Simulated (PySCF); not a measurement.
A thermochemical cycle for CF

MP2 in PySCF with def2-TZVPPD on every atom, for the lowest determinant that a PBE0 search found; no spin–orbit coupling. CF, a doublet (π ↑), has De = 5.81 eV to neutral atoms, and CF⁺, a singlet (closed shell), has De = 8.09 eV to C⁺ + F.

The adiabatic ionisation energy of CF, between the minima, is 8.97 eV.

Question: Which ionisation energy of the C atom does this level give?

Answer: IE(C) = IE(molecule) + De(ion) − De(neutral) = 8.97 + 8.09 − 5.81 = 11.25 eV; the measured value is 11.26 eV (NIST ASD).

Correlated steps freeze 2 core orbitals. For an ion De counts to the pair picked by the measured ionisation energies or electron affinities, which need not be the lowest pair at this level. Where the molecule has an RHF reference, its open-shell atoms are computed with UHF. States were picked by a PBE0 search and need not be the measured ground states.
